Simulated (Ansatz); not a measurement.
GaS (P6₃/mmc, No. 194)

The numbers are results of LDA in Ansatz (plane waves, PAW), not measurements.

Cell: relaxed at this level.

```
Item                           Result
-------------------------  ----------
interlayer binding energy  8.5 meV/Å²
layer repeat distance         7.619 Å
gap between the layers        3.053 Å
```

The computed numbers hold no vibrational or temperature effects.

Cost on a shared machine: about 3 core-minutes (a rough figure).

Ansatz is an electronic-structure program.
